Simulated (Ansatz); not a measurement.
Reaction (substitution at a C–C bond): `CCC(C)(C)S` + `C=COCO` → `C=COCOC` + `CC(C)(C)S`

Calculated with Ansatz (gas phase, PBE0-D4/def2-TZVP geometries, no zero-point term in ΔE). CCSD(T)/CBS is the MP2 limit (def2-TZVPP, def2-QZVPP) plus CCSD(T) − MP2 in def2-TZVPP, frozen cores. Functionals use def2-TZVPP. B3LYP here is the variant with VWN-RPA as its local correlation; programs differ in this. Each species was taken in one conformer, which may not be the lowest.

`CCC(C)(C)S`:

Cartesian coordinates in Å:
```
C -0.870 0.165 -1.859
C -0.269 0.846 -0.644
C 0.407 -0.064 0.386
C 0.989 0.798 1.500
C -0.564 -1.078 0.973
S 1.857 -0.929 -0.337
H -0.105 -0.351 -2.443
H -1.338 0.902 -2.514
H -1.639 -0.561 -1.585
H -1.055 1.400 -0.114
H 0.466 1.588 -0.972
H 1.479 0.185 2.259
H 0.187 1.365 1.981
H 1.719 1.511 1.108
H -0.956 -1.755 0.212
H -0.074 -1.681 1.738
H -1.413 -0.559 1.431
H 1.179 -1.782 -1.119
```

`C=COCO`:

Z-matrix (Å, degrees):
```
C
O 1 1.375
O 1 1.414 2 108.9
H 1 1.095 2 107.3 3 118.8
H 1 1.100 2 112.8 3 -120.3
H 2 0.962 1 108.7 3 64.6
C 3 1.345 1 116.6 2 179.9
C 7 1.330 3 128.1 1 -2.1
H 7 1.085 3 110.3 1 178.1
H 8 1.081 7 118.6 3 -179.9
H 8 1.081 7 123.9 3 -0.3
```

`C=COCOC`:

Cartesian coordinates in Å:
```
C -0.391 2.003 1.620
C -0.601 0.782 1.155
O 0.413 -0.073 0.873
C 0.026 -1.267 0.238
O -0.423 -1.078 -1.055
C 0.579 -0.621 -1.939
H 0.610 2.384 1.780
H -1.234 2.638 1.853
H -1.601 0.391 0.974
H 0.921 -1.901 0.268
H -0.799 -1.739 0.781
H 0.940 0.372 -1.657
H 0.132 -0.575 -2.931
H 1.429 -1.316 -1.959
```

`CC(C)(C)S`:

Cartesian coordinates in Å:
```
C 0.350 -1.343 -0.370
C 0.076 0.042 0.197
C 1.070 1.051 -0.365
C -1.350 0.477 -0.109
S 0.361 0.049 2.011
H 1.367 -1.664 -0.144
H -0.341 -2.082 0.043
H 0.221 -1.334 -1.458
H 2.098 0.761 -0.140
H 0.895 2.049 0.045
H 0.961 1.105 -1.452
H -1.505 0.515 -1.193
H -1.556 1.465 0.306
H -2.075 -0.226 0.309
H -0.572 -0.866 2.321
```

```csv
level,ΔE (kJ/mol)
PBE-D4,34.4
B3LYP-D4,29.1
ωB97M-V,34.7
HF/def2-TZVPP,19.8
HF/def2-QZVPP,19.5
MP2/def2-QZVPP,42.2
HF/CBS(def2),19.5
CCSD/CBS(def2),36.1
```

(1) What does CCSD(T)/CBS give? (Estimate.)

Largest T1 diagnostic among the species: 0.012.

## Answers

(1) Computed: +37.4 kJ/mol. The listed levels differ from it by -3.0, -8.3, -2.7, -17.6, -17.9, 4.8, -17.9, -1.3 kJ/mol.

In def2-TZVPP, CCSD(T) changes the Hartree–Fock value by +15.2 kJ/mol (the triples alone add +1.3 kJ/mol) and MP2 by +21.1 kJ/mol. The D4 term adds +5.0 kJ/mol with B3LYP and +2.8 kJ/mol with PBE0; it sums over pairs of atoms, weighted by their polarisabilities, and B3LYP, whose exchange is more repulsive, gets the larger term.
